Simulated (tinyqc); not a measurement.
Extended Hueckel theory, for BH-, step by step. The parameters take no account of the charge, which enters only through the electron count, and nothing here shows that the anion is bound. One step of it, computed by the program tinyqc.

Question. Mulliken analysis. P = C n C^T; charge = valence electrons (B 3, H 1) minus the sum of (P S)_ii on the atom; overlap population = 2 sum P_ij S_ij between two atoms.

coefficients:
```
             MO1        MO2       MO3        MO4        MO5
1B 2s   0.617018  -0.579863  0.000000   0.000000  -1.006441
1B 2px  0.000000   0.000000  0.752578  -0.658503   0.000000
1B 2py  0.000000   0.000000  0.658503   0.752578   0.000000
1B 2pz  0.047160   0.708666  0.000000   0.000000  -1.133324
2H 1s   0.504950   0.326260  0.000000   0.000000   1.468779
```

occupations: 2.000000  2.000000  0.500000  0.500000  0.000000

overlap S, lower triangle:
```
           1B 2s    1B 2px    1B 2py    1B 2pz     2H 1s
1B 2s   1.000000
1B 2px  0.000000  1.000000
1B 2py  0.000000  0.000000  1.000000
1B 2pz  0.000000  0.000000  0.000000  1.000000
2H 1s   0.538312  0.000000  0.000000  0.559639  1.000000
```

Give: charges; Overlap populations.

Answer.

charges: 1B -0.8600, 2H -0.1400

Overlap populations:

| pair | value |
|---|---|
| 2-1 | 0.834391 |
